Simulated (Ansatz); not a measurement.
## A basis-limit estimate, worked out

An elementary step of CH5S, doublet (CH₃ + H₂S → CH₄ + HS; bonds formed: H1–C3; bonds broken: H1–S2). “Start” is the structure reached by relaxing down from the saddle towards the reactants; PBE0-D4/def2-TZVP structures. The saddle:

```
7
angstrom
H 0.0056 -0.6339 -0.0681
S 0.4989 -1.9719 0.0439
C -0.4866 0.9241 -0.1558
H 1.6027 -1.5491 0.6794
H -1.4650 0.7337 -0.5791
H -0.4356 1.1848 0.8937
H 0.2800 1.3124 -0.8140
```

Program: Ansatz 0.2.0. Basis: def2-TZVPP and def2-QZVPP. Cores are frozen in the correlated methods; orbitals are unrestricted.

Energies in eV:

| quantity | saddle | start |
| --- | --- | --- |
| Hartree–Fock, triple zeta (X = 3) | -11925.85130 | -11926.32249 |
| Hartree–Fock, quadruple zeta (X = 4) | -11926.22693 | -11926.69898 |
| MP2 correlation, X = 3 | -9.84345 | -9.58265 |
| MP2 correlation, X = 4 | -10.58246 | -10.31284 |
| CCSD(T) correlation, X = 3 | -11.42762 | -11.15182 |

Work out the barrier at the basis limit: extrapolate Hartree–Fock as E(X) = E∞ + A exp(−7.88 √X) and the MP2 correlation as E(X) = E∞ + B X^−2.97 (the exponents that Neese and Valeev fitted for def2-TZVPP and QZVPP), then add CCSD(T) − MP2 in triple zeta.

Each step is linear, so take the differences first (saddle − start): Hartree–Fock 0.47119 (X = 3) and 0.47205 (X = 4); MP2 correlation -0.26080 and -0.26962; CCSD(T) correlation -0.27580.
Two points give E∞ = E(4) + w [E(4) − E(3)], with w = 1/(exp(7.88 (2 − √3)) − 1) = 0.1377 for Hartree–Fock and w = 1/((4/3)^2.97 − 1) = 0.7407 for the correlation.
Hartree–Fock: 0.47205 + 0.1377 × 0.00086 = 0.4722 eV.
MP2 correlation: -0.26962 + 0.7407 × (-0.00882) = -0.2762 eV.
CCSD(T) − MP2: -0.27580 − (-0.26080) = -0.0150 eV.
Sum: 0.4722 + (-0.2762) + (-0.0150) = 0.1810 eV, or 4.17 kcal/mol. Plain CCSD(T) in triple zeta gives 0.1954 eV, so the larger basis shifts the result by -0.0144 eV.

The T1 diagnostic stays at or below 0.014. ⟨S²⟩ of the unrestricted Hartree–Fock references: 0.76 to 0.78 (a pure state has 0.75).

For scale, one of the runs: CCSD(T)/def2-TZVPP, 143 basis functions, launched by `ansatz run in.yaml --threads 2 --pin off --events-out ev --progress --plain --max-ram 4352MiB`. Hardware: 2 CPU threads of an Arm Neoverse V2, shared host. Wall time 33 s; peak host memory 1.8 GiB.
